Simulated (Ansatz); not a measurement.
Mulliken charges of `BC[SiH3]` from r2SCAN/def2-TZVPP in Ansatz (PBE0-D4/def2-TZVP geometry).

```csv
atom,x (Å),y (Å),z (Å),charge (e)
B1,-0.216,-0.873,-1.238,-0.039
C2,0.453,-0.694,0.129,-0.214
Si3,-0.100,1.000,0.777,0.258
H4,-1.316,-1.340,-1.323,0.005
H5,0.319,-0.481,-2.236,0.004
H6,1.545,-0.634,0.105,0.091
H7,0.124,-1.397,0.900,0.091
H8,-1.574,1.042,0.958,-0.064
H9,0.551,1.243,2.091,-0.069
H10,0.297,2.084,-0.159,-0.063
```

**Question.** By hand: the dipole of these point charges (1 e Å = 4.8032 D).

**Answer.** Σ q r = (0.076, -0.037, 0.101) e Å, of length 0.132 e Å = 0.63 D.

**Question.** How does the dipole of the full density compare? (Best estimate.)

**Answer.** The calculation gave: (0.117, -0.052, 0.160) e Å, 0.98 D; the point charges give 0.64 times that, at 2° from its direction.

Point charges leave out the atoms' own dipoles, such as those of lone pairs, and Mulliken's split depends on the basis, so the two needn't agree.
